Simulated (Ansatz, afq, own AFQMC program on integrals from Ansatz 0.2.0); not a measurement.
**ZrN, doublet: AFQMC among the cluster methods**

```yaml
atoms:
  - { symbol: Zr, position_ang: [0.0000, 0.0000, 0.0000] }
  - { symbol: N, position_ang: [0.0000, 0.0000, 1.3240] }
```

Basis def2-SVP with its core potentials. Noble-gas cores (and the filled d shells of Ga–Kr and In–Xe) are frozen. Integrals, coupled cluster, full CI and functionals: Ansatz 0.2.0; the random walks run on the same integrals in our own AFQMC program. ph-AFQMC/CISD is guided by a CISD state made of CCSD amplitudes; releasing the constraint for a short imaginary time cuts its bias at the price of noise, slowly where states lie close. Uncertainties: one standard error, sampling alone. No spin–orbit coupling. The metal's outer-core s and p shells are frozen, which shifts wave-function levels against functionals.

Determinant: ROHF, the one that the program's search chose, which needn't be the lowest solution. The geometry is a point of a scan.

No full CI on the walks' own integrals is used here; CCSDT(Q) serves as the reference and is uncertain by about the last step of the cluster series.

Cautions: no spin-orbit coupling; outer-core shells of the metal frozen; higher spins were not checked.

The T1 diagnostic is 0.0214 and the weight of the determinant in the CISD state is 0.914. The size of the correlated space is 9 electrons in 40 orbitals.

| level | correlation energy (eV) |
| --- | --- |
| MP2 | -6.0974 |
| CCSD | -6.0332 |
| CCSD(T) | -6.2491 |

Q: Estimate where AFQMC with the constraint released lies against CCSD(T) on the same integrals.

A: 2.6 ± 1.8 kJ/mol below CCSD(T). The gap is under twice the noise, so this walk alone can't tell the two apart.

Reference: CCSDT(Q), correlation energy -6.268 eV. The released energy is read at 2.40 1/Eh (meV from the phaseless value at times in 1/Eh: -10 ± 14 at 0.24, 4 ± 11 at 0.51, 16 ± 12 at 0.99, -3 ± 13 at 1.62, -3 ± 18 at 2.40).

```json
{"level": "CCSD(T)", "E − E(reference) (kJ/mol)": "1.9", "share of correlation (%)": "99.69"}
{"level": "CCSDT", "E − E(reference) (kJ/mol)": "1.8", "share of correlation (%)": "99.71"}
{"level": "ph-AFQMC/CISD", "E − E(reference) (kJ/mol)": "-0.5 ± 1.2", "share of correlation (%)": "100.08"}
{"level": "released AFQMC", "E − E(reference) (kJ/mol)": "-0.8 ± 1.8", "share of correlation (%)": "100.13"}
```

A walk keeps the symmetry of its determinant, which the program's search chose and which needn't be the lowest solution, so a lower state of the same spin and another symmetry isn't excluded. Released energies are given only where the last usable release times agree within the noise; a slower fall can still hide under it.
